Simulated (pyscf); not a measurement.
F–C•(F)–F + H₂ → HF + F–C:–F [singlet] + H•, a concerted fragmentation (doublet surface; C–F, H–H broken, F–H formed). PySCF, gas phase, ωB97X-D3(BJ)/def2-SVP geometries. Energies in kcal/mol from the separated reactants.

Small-basis levels: PySCF, no dispersion term, spherical d functions. Open shells are spin-unrestricted. 

Task: In single points B3LYP/6-31G* puts the saddle at 75.3 kcal/mol and the reaction energy at +74.1 kcal/mol. Should these be trusted to within a few kcal/mol? Compare with ωB97M-D3(BJ)/def2-TZVP.

Result: ωB97M-D3(BJ)/def2-TZVP gives ΔE‡ = 75.0 kcal/mol and ΔE = +54.9 kcal/mol. B3LYP/6-31G* lies 0.4 kcal/mol over it in the barrier and 19.3 kcal/mol over it in the reaction energy, so on this step it does not hold to within 3.0 kcal/mol. ωB97M-D3(BJ)/def2-TZVP has limits of its own. One saddle was located; it need not be the lowest between these sides.
